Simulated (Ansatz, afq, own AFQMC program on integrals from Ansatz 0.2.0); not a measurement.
Where AFQMC and coupled cluster stand for Ga$_{2}$SiH, doublet

```xyz
4

Ga    0.0000   -0.5215    2.5172
Si    0.0000   -0.2414    0.0000
Ga    0.0000   -0.5215   -2.5172
H     0.0000    1.2844    0.0001
```

Connectivity, by distances: Ga–SiH–Ga.

Basis cc-pVDZ. Noble-gas cores (and the filled d shells of Ga–Kr and In–Xe) are frozen. AFQMC by an in-house program on the Cholesky factors that Ansatz 0.2.0 writes for its CCSD(T) run. The CISD trial takes its coefficients from CCSD amplitudes. Released means that phaseless walkers are propagated on without the constraint, phases kept. ± is one standard error of the sampling. No spin–orbit coupling.

Determinant: UHF, the one that the program's search chose, which needn't be the lowest solution. The geometry is a point of a scan.

No full CI on the walks' own integrals is used here; CCSDT(Q) serves as the reference and is uncertain by about the last step of the cluster series.

Cautions: no relativity below Rb; no spin-orbit coupling; inner d shell frozen; unrestricted determinant slightly spin contaminated (⟨S²⟩ 0.80 against 0.75).

- T1 diagnostic: 0.0338
- weight of the determinant in the CISD state: 0.804
- ⟨S²⟩ of the determinant: 0.804
- size of the correlated space: 11 electrons in 44 orbitals

Reference: CCSDT(Q), correlation energy -6.044 eV. The released energy is read at 2.40 1/Eh (meV from the phaseless value at times in 1/Eh: -13 ± 15 at 0.24, -28 ± 16 at 0.51, -17 ± 16 at 0.99, -36 ± 16 at 1.62, -16 ± 18 at 2.40).

```tsv
level	E − E(reference) (meV)	share of correlation (%)
HF	6044.4	0.00
MP2	1523.6	74.79
CCSD	288.3	95.23
CCSD(T)	66.3	98.90
CCSDT	18.3	99.70
ph-AFQMC/CISD	8.5 ± 21.3	99.86
released AFQMC	-7.0 ± 18.2	100.12
```

Released energies are given only where the last usable release times agree within the noise; a slower fall can still hide under it.
